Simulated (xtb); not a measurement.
xtb input (GFN1-xTB):

```bash
xtb mol.xyz --gfn 1 --sp --chrg 1 --uhf 0
```
mol.xyz:
```
3

C     -0.00000000    -0.00000000    -0.51434199
O      0.00000000     0.00000000     0.58709802
H     -0.00000000    -0.00000000    -1.61073223
```

End of the output:

```
         :::::::::::::::::::::::::::::::::::::::::::::::::::::
         ::                     SUMMARY                     ::
         :::::::::::::::::::::::::::::::::::::::::::::::::::::
         :: total energy              -6.714682409806 Eh    ::
         :: gradient norm              0.040387288032 Eh/a0 ::
         :: HOMO-LUMO gap              7.964801323657 eV    ::
         ::.................................................::
         :: SCC energy                -6.819546252751 Eh    ::
         :: -> electrostatic           0.219143467497 Eh    ::
         :: repulsion energy           0.105125893737 Eh    ::
         :: dispersion energy         -0.000262050793 Eh    ::
         :: halogen bond corr.         0.000000000000 Eh    ::
         :: add. restraining           0.000000000000 Eh    ::
         :: total charge               1.000000000000 e     ::
         :::::::::::::::::::::::::::::::::::::::::::::::::::::

           -------------------------------------------------
          |                Property Printout                |
           -------------------------------------------------

    * Orbital Energies and Occupations

         #    Occupation            Energy/Eh            Energy/eV
      -------------------------------------------------------------
         1        2.0000           -1.2513229             -34.0502
         2        2.0000           -1.0802587             -29.3953
         3        2.0000           -1.0464644             -28.4757
         4        2.0000           -1.0464644             -28.4757
         5        2.0000           -0.9750116             -26.5314 (HOMO)
         6                         -0.6823106             -18.5666 (LUMO)
         7                         -0.6823106             -18.5666
         8                         -0.4668403             -12.7034
         9                         -0.2542491              -6.9185
        10                          0.9951624              27.0797
      -------------------------------------------------------------
                  HL-Gap            0.2927011 Eh            7.9648 eV
             Fermi-level           -0.8286611 Eh          -22.5490 eV

  Mulliken/CM5 charges         n(s)   n(p)   n(d)
     1C     0.67864  0.67940   1.147  2.175  0.000
     2O     0.02378 -0.03182   1.698  4.278  0.000
     3H     0.29758  0.35242   0.702  0.000  0.000

Wiberg/Mayer (AO) data.
largest (>0.10) Wiberg bond orders for each atom

 ---------------------------------------------------------------------------
     #   Z sym  total        # sym  WBO       # sym  WBO       # sym  WBO
 ---------------------------------------------------------------------------
     1   6 C    3.545 --     2 O    2.660     3 H    0.885
     2   8 O    2.679 --     1 C    2.660
     3   1 H    0.904 --     1 C    0.885
Note: The following floating-point exceptions are signalling: IEEE_DENORMAL
normal termination of xtb
 ---------------------------------------------------------------------------

Topologies differ in total number of bonds
Writing topology from bond orders to xtbtopo.mol

 dipole moment from electron density (au)
     X       Y       Z
  -0.0000  -0.0000  -1.6856  total (Debye):    4.284

           -------------------------------------------------
          | TOTAL ENERGY               -6.714682409806 Eh   |
          | GRADIENT NORM               0.040387288032 Eh/α |
          | HOMO-LUMO GAP               7.964801323657 eV   |
           -------------------------------------------------

------------------------------------------------------------------------
------------------------------------------------------------------------
 total:
 SCF:
```
